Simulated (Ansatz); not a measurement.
Born–Oppenheimer molecular dynamics of C₄H₉N (14 atoms, charge 0, multiplicity 1). It starts at the highest image of a converged band. Of that band: The profile has 2 maxima (images 3, 7) with wells between them (image 5): this band takes more than one step, which may be the mechanism or a detour left from its start path. Neighbouring images differ by up to 2.9 eV, so the band resolves the path poorly. A vibrational analysis at the climbing image gives one clearly imaginary mode, 980i cm⁻¹: a first-order saddle point.

Level of theory: Ansatz 0.2.0, RKS PBE0/def2-mTZVP.

* ensemble: NVE (velocity Verlet)
* time step: 0.5 fs
* steps asked: 200
* starting velocities drawn for: 100 K
* seed: 5684

First frame:

```xyz
14
Properties=species:S:1:pos:R:3
C -1.729 -0.251 1.124
C -0.293 -0.529 0.767
C 0.361 0.163 -0.262
C 1.793 0.002 -0.606
N -0.426 0.984 -1.013
H -2.103 -0.771 1.998
H -0.895 -1.417 0.355
H -2.445 -0.175 0.310
H 0.344 -0.938 1.547
H 2.319 0.966 -0.579
H 2.285 -0.670 0.098
H 1.941 -0.410 -1.613
H -1.209 1.375 -0.479
H 0.043 1.642 -1.620
```

Q: How far do the bonds stretch over the last three quarters of this one trajectory? (Pairs bonded in most of those frames.)

A: 
```tsv
bond	mean (Å)	spread (Å)	shortest	longest
C1–C2	1.531	0.053	1.40	1.64
C1–H6	1.120	0.057	1.01	1.23
C1–H7	1.174	0.103	0.95	1.34
C1–H8	1.113	0.037	1.05	1.18
C2–C3	1.350	0.024	1.30	1.39
C2–H9	1.091	0.012	1.07	1.12
C3–C4	1.504	0.028	1.44	1.54
C3–N5	1.407	0.040	1.33	1.49
C4–H10	1.097	0.004	1.09	1.10
C4–H11	1.090	0.014	1.07	1.11
C4–H12	1.095	0.003	1.09	1.10
N5–H13	1.013	0.013	0.99	1.04
N5–H14	1.013	0.008	1.00	1.03
```

Mean temperature of the second half: 1067 K. The conserved energy stayed within 0.68 meV per atom of its start (net change -0.0041 meV per atom), so the integration is sound. The system heated up, since it started high on the potential surface and ran downhill. A run of 0.1 ps of so small a system gives no equilibrium averages. The orbitals stay closed-shell, which can raise the energy where a bond breaks towards radicals; this wasn't checked here.

The run took 12 min on 2 threads of Arm Neoverse V1 (shared host), peak memory 0.27 GiB.
